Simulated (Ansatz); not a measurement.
**2H WSe2**

Method: PBE+SOC in Ansatz (PAW).

Numerical settings: plane-wave cutoff 520 eV, 12×12×4 k mesh (along the axes of the cell as run), Fermi–Dirac smearing 0.01 eV, PAW data made under PBE.

Cell: measured lattice: a = b = 3.2820 Å, c = 12.9600 Å, α = β = 90.00°, γ = 120.00°.

```
Item                                                     Result
-------------------------------------------  ------------------
band gap                                     0.87 eV (indirect)
smallest direct gap on the k points sampled             1.33 eV
Γ–Γ gap                                                 2.43 eV
```

Note: cell and atoms aren't relaxed at this level (largest force component 0.25 eV/Å, pressure 4.5 GPa).

Cost on a shared machine: around 6 core-minutes (rough).

Ansatz is a first-principles code.
